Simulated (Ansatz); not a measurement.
A nudged elastic band was laid between two geometries of CH2AlB (5 atoms, charge 0, multiplicity 1).

The calculation used RKS r2SCANh-D4/def2-SVP in Ansatz 0.2.0.

| Item | Value |
| --- | --- |
| movable images | 7 |
| climbing image | yes |
| spring | 5.0 eV/Å² |
| optimiser | quadratic models (default) |
| start path | through a guess of the saddle point |
| force threshold | 0.03 eV/Å |
| iteration limit | 60 |
| end points | relaxed |

Image 0:

```xyz
5
Properties=species:S:1:pos:R:3
B 0.588 -0.695 1.711
C -0.339 -1.194 0.810
Al -0.066 0.285 -0.428
H -1.048 0.036 -1.663
H 0.864 1.568 -0.430
```

Image 8:

```xyz
5
Properties=species:S:1:pos:R:3
B 0.113 -0.853 1.143
C -0.620 -0.825 -0.030
Al 0.650 0.726 0.188
H -1.323 -1.097 -0.816
H 1.180 2.049 -0.485
```

(1) Which bonds break or form, and what moves?

(2) What energy profile does the band end with?

(3) What is the geometry of the highest image?

## Answers

(1) Bonds broken: Al3–H4. Bonds formed: C2–H4.

(2) It converged. The highest image is number 3 of 0 to 8, 0.33 eV above the first end and 3.86 eV above the last; the last end lies 3.54 eV below the first. Neighbouring images differ by up to 1.6 eV, so the band resolves the path poorly. A vibrational analysis at the climbing image gives one clearly imaginary mode, 722i cm⁻¹: a first-order saddle point. The orbitals stay closed-shell, which can raise the energy where a bond breaks towards radicals; this wasn't checked here.

```
image  path coordinate (Å)  energy (eV)  Al3–H4 (Å)  C2–H4 (Å)
    0                 0.00         0.00        1.60       2.85
    1                 0.29         0.06        1.60       2.60
    2                 0.58         0.21        1.63       2.30
    3                 0.87         0.33        1.68       1.97
    4                 1.20        -0.10        1.78       1.59
    5                 1.54        -1.73        1.94       1.25
    6                 1.88        -2.97        2.27       1.10
    7                 2.21        -3.44        2.65       1.08
    8                 2.55        -3.54        2.87       1.09
```

(3) 
```xyz
5
Properties=species:S:1:pos:R:3
B 0.406 -0.908 1.635
C -0.445 -1.072 0.515
Al 0.152 0.476 -0.297
H -1.011 -0.312 -1.214
H 0.899 1.816 -0.639
```

Run time: 2.3 min on 1 CPU thread of a shared host.
